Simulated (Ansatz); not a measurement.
The input, for Ansatz 0.2.0:

```yaml
crystal:
  periodic: [false, false, false]
  atoms:
    - {symbol: B, position_ang: [0.000000, 0.000000, 0.049431]}
    - {symbol: O, position_ang: [0.000000, 0.000000, -1.271569]}
    - {symbol: H, position_ang: [0.000000, 0.000000, 1.222138]}
basis:
  gaussian: {orbitals: 6-31G}
hamiltonian: {xc: pbe}
correlation: {method: sc_nevpt2, electrons: all, active_space: {window: {electrons: 2, orbitals: 2}}}
```

```sh
$ ansatz run in.yaml --threads 1 --pin off --events-out ev --progress --plain --max-ram 2393MiB
```

(1) How does this run end?

Answers

(1) Refused. The input was made wrong on purpose (active space on a functional), so the run isn't a sound calculation of what was asked.
```
Error: invalid value for `correlation.active_space`: it starts from restricted Hartree–Fock orbitals; set hamiltonian.xc: hf without magnetization.spin_polarized
```
